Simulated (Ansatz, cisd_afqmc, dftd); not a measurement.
Barrier from CH4FO- (complex or saddle point, singlet) to the saddle point below; all geometries are those of the NHTBH38 set.
```xyz
7

F      0.0549    -0.0136    -1.8498
C      0.0139    -0.0011    -0.0904
H      1.0804    -0.0009    -0.0012
H     -0.5155     0.9286    -0.0631
H     -0.5166    -0.9295    -0.0496
O      0.0336     0.0131     1.8953
H     -0.8944     0.0255     2.1423
```
Charge -1, spin multiplicity 1.

Quantity: barrier height (electronic, no zero-point energy), in kcal/mol. Radicals and triplets start from unrestricted determinants; spin-orbit coupling is neglected. Correlated methods leave the cores frozen. Rows without X2C or -DK are non-relativistic. The Monte Carlo rows (phaseless AFQMC, CISD trial, step 0.005/hartree) carry one-sigma bars that omit the constraint's bias. Outlying blocks are dropped, and bars are widened where a walk drifts. Over all cases where full CI ran beside it in this data, AFQMC minus full CI had a median of +0.1 mEh and passed +0.4 mEh in a tenth of the cases. CBS(X,Y): correlation extrapolated as X^-3, Hartree-Fock from the larger set. A bracket is a step between two methods taken in the basis named. The functionals are non-relativistic, so their misses hold any scalar relativity. Double hybrids freeze cores in their MP2 part. '+ core + X2C': CCSD(T) terms for core correlation (cc-pwCVTZ) and scalar relativity (cc-pVTZ-DK). def2-TZVPD holds few diffuse functions, which lowers the functionals' binding of the extra electron.

Published benchmark value: 11.0 kcal/mol (Zhao et al., NHTBH38), a best estimate, not a measurement.

| level | program | barrier height (kcal/mol) | difference against that value |
|---|---|---|---|
| r2SCAN-D3(BJ)/def2-TZVPD | Ansatz + dftd3 | 5.7 | -5.3 |
| r2SCAN/def2-TZVPD | Ansatz | 5.7 | -5.3 |
| B3LYP-D4/def2-TZVPD | Ansatz + dftd4 | 7.7 | -3.3 |
| PBE0-D3(BJ)/def2-TZVPD | Ansatz + dftd3 | 8.8 | -2.2 |
| r2SCANh-D4/def2-TZVPD | Ansatz + dftd4 | 7.4 | -3.6 |
| r2SCANh/def2-TZVPD | Ansatz | 7.4 | -3.6 |
| wB97X-V/def2-TZVPD | Ansatz | 11.0 | 0.0 |
| B2PLYP/def2-TZVPD | Ansatz | 9.1 | -1.9 |
| B2GP-PLYP/def2-TZVPD | Ansatz | 10.3 | -0.7 |
| MP2/aug-cc-pVTZ | Ansatz | 11.5 | 0.5 |
| CCSD(T)/aug-cc-pVTZ | Ansatz | 10.8 | -0.2 |
| AFQMC/CISD/aug-cc-pVTZ | cisd_afqmc | 10.8 ± 0.5 | -0.2 |
| CCSD(T)/CBS(aug-cc-pVTZ,aug-cc-pVQZ) + [AFQMC/CISD - CCSD(T)]/aug-cc-pVTZ + core + X2C | Ansatz + cisd_afqmc | 11.2 ± 0.5 | 0.2 |

Ansatz is a quantum-chemistry and plane-wave program.
